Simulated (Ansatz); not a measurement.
Which is lower?

Two relaxed structures of AlSiNH₄, closed shell (PBE0-D4/def2-TZVP; forces vanish, vibrations not checked).

A:

```
7
angstrom
Al -1.4156 0.3973 -0.8377
N 0.0493 -0.0160 0.0294
Si 1.3648 -0.3838 0.8076
H -1.3398 0.6744 -2.3976
H -2.7861 0.4864 -0.0442
H 2.2624 0.6105 1.4475
H 1.8650 -1.7688 0.9950
```

B:

```xyz
7
angstrom
Al -1.4335 0.2733 -0.8586
N -0.0919 1.1459 0.0737
Si 0.7546 -0.2594 0.4372
H -1.3135 0.1719 -2.4341
H -2.7657 -0.1013 -0.0893
H 1.9706 0.1693 1.2373
H 0.1040 2.1090 0.3036
```

Program: Ansatz 0.2.0. Basis: def2-TZVPP. Cores are frozen in the correlated methods. B3LYP uses VWN-RPA correlation.

Task: Which structure is lower at CCSD(T), and by how much? (To be estimated.)

Result: Computed: B, by 0.55 kcal/mol (electronic energy, against the other); a gap this small isn't resolved in one triple-zeta basis. By their contacts, A is AlSiNH₄ ([AlH2][N][SiH2]) and B is AlSiNH₄ ([NH]1[AlH2][SiH]1).

Task: Do the other methods give the same order? (Judge from chemistry; the calculation decides.)

Result: The calculation gives: Not all: B3LYP-D4, HF, MP2 give the other order.

| method | E(B) − E(A) (kcal/mol) |
| --- | --- |
| PBE-D4 | -2.63 |
| r2SCAN-D4 | -0.01 |
| PBE0-D4 | -2.94 |
| B3LYP-D4 | 0.74 |
| wB97M-V | -2.22 |
| HF | 2.25 |
| MP2 | 2.76 |
| CCSD | -0.65 |
| CCSD(T) | -0.55 |

T1 diagnostic: at most 0.018.

Labels in which every atom is bracketed show which atoms are joined, not bond orders.

For scale, one of the runs: CCSD(T)/def2-TZVPP, 171 basis functions, launched by `ansatz run in.yaml --threads 2 --pin off --events-out ev --progress --plain --max-ram 4352MiB`. Hardware: 2 CPU threads of an Arm Neoverse V2, shared host. Wall time 18 s; peak host memory 1.3 GiB.
